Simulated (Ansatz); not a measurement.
`N=C(F)C=O` from Hartree–Fock to CCSD(T)

```xyz
7

N     1.100    0.505   -0.719
C     0.115    0.391    0.040
F    -0.393    1.368    0.785
C    -0.603   -0.919    0.175
O    -1.549   -1.078    0.888
H     1.491    1.446   -0.715
H    -0.161   -1.713   -0.453
```

Total charge 0; spin multiplicity 1. The structure was optimised at the PBE0-D4/def2-TZVP level. It is one conformer, not always the lowest. Frozen core, restricted reference, Ansatz. CBS rows extrapolate triple and quadruple zeta; past MP2 they add the triple-zeta difference.

| basis | HF (Eh) | MP2 corr. |
| --- | --- | --- |
| def2-SVP | -305.37929 | -0.77619 |
| def2-TZVPP | -305.75073 | -0.97889 |
| def2-QZVPP | -305.76410 | -1.05536 |

Task: Estimate the CCSD correlation energy and the (T) correction in each basis where they were run (hartree).

Result: 
```
     basis  CCSD corr.       (T)
  def2-SVP    -0.79784  -0.02544
def2-TZVPP    -0.98949  -0.04237
 CBS(def2)    -1.12260     as TZ
```
